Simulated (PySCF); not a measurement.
Basis-set dependence of population analyses: HNO

Species: HNO.
Numbering: `[NH:1]=[O:2]` (hydrogens: H3 on N1)

PBE0 throughout (PySCF), one geometry, spherical d and f functions. Geometry: PBE0-D3(BJ)/def2-SVP; no solvent, vibrations or thermal averaging.

Mulliken charges (e):

| basis | functions | N1 | O2 | H3 |
| --- | --- | --- | --- | --- |
| STO-3G | 11 | -0.079 | -0.059 | +0.139 |
| 6-31G | 20 | -0.032 | -0.245 | +0.277 |
| pcSseg-0 | 20 | +0.001 | -0.294 | +0.293 |
| 6-31G* | 30 | -0.062 | -0.227 | +0.289 |
| cc-pVDZ | 33 | +0.055 | -0.158 | +0.103 |
| def2-SVP | 33 | +0.070 | -0.182 | +0.112 |
| pcSseg-1 | 39 | +0.051 | -0.217 | +0.166 |
| aug-cc-pVDZ | 55 | +0.257 | -0.364 | +0.107 |
| 6-311+G(2d,p) | 60 | -0.154 | -0.044 | +0.197 |
| def2-TZVP | 68 | -0.013 | -0.175 | +0.188 |
| cc-pVTZ | 74 | +0.012 | -0.131 | +0.119 |
| IGLO-III | 80 | -0.142 | -0.075 | +0.217 |
| pcSseg-3 | 177 | -0.055 | -0.146 | +0.201 |

IAO charges (e):

```
        basis  functions      N1      O2      H3
       STO-3G         11  -0.087  -0.064  +0.151
        6-31G         20  -0.041  -0.174  +0.215
     pcSseg-0         20  -0.041  -0.171  +0.212
       6-31G*         30  -0.017  -0.187  +0.204
      cc-pVDZ         33  -0.019  -0.185  +0.203
     def2-SVP         33  -0.019  -0.187  +0.206
     pcSseg-1         39  -0.016  -0.194  +0.210
  aug-cc-pVDZ         55  -0.020  -0.200  +0.221
6-311+G(2d,p)         60  -0.021  -0.201  +0.222
    def2-TZVP         68  -0.019  -0.198  +0.217
      cc-pVTZ         74  -0.019  -0.196  +0.215
     IGLO-III         80  -0.021  -0.200  +0.221
     pcSseg-3        177  -0.020  -0.201  +0.221
```

Hirshfeld charges (e):

| basis | functions | N1 | O2 | H3 |
| --- | --- | --- | --- | --- |
| STO-3G | 11 | -0.031 | -0.031 | +0.062 |
| 6-31G | 20 | -0.003 | -0.098 | +0.101 |
| pcSseg-0 | 20 | -0.008 | -0.092 | +0.100 |
| 6-31G* | 30 | -0.001 | -0.096 | +0.097 |
| cc-pVDZ | 33 | -0.002 | -0.091 | +0.093 |
| def2-SVP | 33 | -0.003 | -0.094 | +0.097 |
| pcSseg-1 | 39 | -0.002 | -0.099 | +0.101 |
| aug-cc-pVDZ | 55 | -0.003 | -0.096 | +0.098 |
| 6-311+G(2d,p) | 60 | -0.004 | -0.097 | +0.101 |
| def2-TZVP | 68 | -0.005 | -0.095 | +0.100 |
| cc-pVTZ | 74 | -0.005 | -0.094 | +0.099 |
| IGLO-III | 80 | -0.006 | -0.095 | +0.101 |
| pcSseg-3 | 177 | -0.006 | -0.095 | +0.100 |

Which scheme is steadiest as the basis changes?

Largest range over the bases for any column: Hirshfeld 0.07 e, IAO 0.14 e, Mulliken 0.41 e. Hirshfeld charges move least and Mulliken charges most, counted in e. Without the minimal STO-3G basis the ranges are Hirshfeld 0.01, IAO 0.03, Mulliken 0.41 e.

How much do the charges still move between the two largest bases, IGLO-III and pcSseg-3?

At most, over all atoms: Mulliken 0.087 e, IAO 0.001 e, Hirshfeld 0.001 e.

What do the same runs give for the total energy, the frontier levels and the dipole moment?

```json
{"basis": "STO-3G", "energy (Eh)": "-128.5707", "HOMO (eV)": "-3.84", "LUMO (eV)": "0.61", "μ (D)": "1.29"}
{"basis": "6-31G", "energy (Eh)": "-130.2665", "HOMO (eV)": "-6.90", "LUMO (eV)": "-2.74", "μ (D)": "1.95"}
{"basis": "pcSseg-0", "energy (Eh)": "-129.9876", "HOMO (eV)": "-6.96", "LUMO (eV)": "-2.80", "μ (D)": "2.03"}
{"basis": "6-31G*", "energy (Eh)": "-130.3240", "HOMO (eV)": "-6.75", "LUMO (eV)": "-2.40", "μ (D)": "1.65"}
{"basis": "cc-pVDZ", "energy (Eh)": "-130.3395", "HOMO (eV)": "-6.64", "LUMO (eV)": "-2.32", "μ (D)": "1.63"}
{"basis": "def2-SVP", "energy (Eh)": "-130.2280", "HOMO (eV)": "-6.79", "LUMO (eV)": "-2.49", "μ (D)": "1.69"}
{"basis": "pcSseg-1", "energy (Eh)": "-130.3177", "HOMO (eV)": "-6.94", "LUMO (eV)": "-2.63", "μ (D)": "1.78"}
{"basis": "aug-cc-pVDZ", "energy (Eh)": "-130.3543", "HOMO (eV)": "-7.10", "LUMO (eV)": "-2.85", "μ (D)": "1.62"}
{"basis": "6-311+G(2d,p)", "energy (Eh)": "-130.3736", "HOMO (eV)": "-7.13", "LUMO (eV)": "-2.85", "μ (D)": "1.68"}
{"basis": "def2-TZVP", "energy (Eh)": "-130.3857", "HOMO (eV)": "-7.05", "LUMO (eV)": "-2.73", "μ (D)": "1.66"}
{"basis": "cc-pVTZ", "energy (Eh)": "-130.3792", "HOMO (eV)": "-6.94", "LUMO (eV)": "-2.61", "μ (D)": "1.64"}
{"basis": "IGLO-III", "energy (Eh)": "-130.3874", "HOMO (eV)": "-7.09", "LUMO (eV)": "-2.81", "μ (D)": "1.65"}
{"basis": "pcSseg-3", "energy (Eh)": "-130.3946", "HOMO (eV)": "-7.12", "LUMO (eV)": "-2.83", "μ (D)": "1.64"}
```

The dipole is fixed by the density alone, so its range of 0.74 D shows that the density itself changes with the basis, not only its division among atoms.
